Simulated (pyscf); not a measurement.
Optimised with ωB97X-D3(BJ)/def2-SVP in PySCF.

Task: For the elementary gas-phase step `[SiH3][Si]([SiH3])[SiH3]` [doublet] + `[SiH3][SiH3]` → `[SiH3][Si]([SiH3])([SiH3])[SiH3]` + `[SiH3]` [doublet] (doublet surface; Si–Si broken, Si–Si formed), what barrier and reaction energy does ωB97M-D3(BJ)/def2-TZVP give, measured from the separated reactants?

Result: ΔE‡ = 45.9 kJ/mol, ΔE = +19.0 kJ/mol. Zero-point energy shifts the barrier by -3.5 kJ/mol. It is a substitution at Si, with an imaginary mode of 482i cm⁻¹. One saddle was located; it need not be the lowest between these sides. The angle at the attacked Si is 180°.
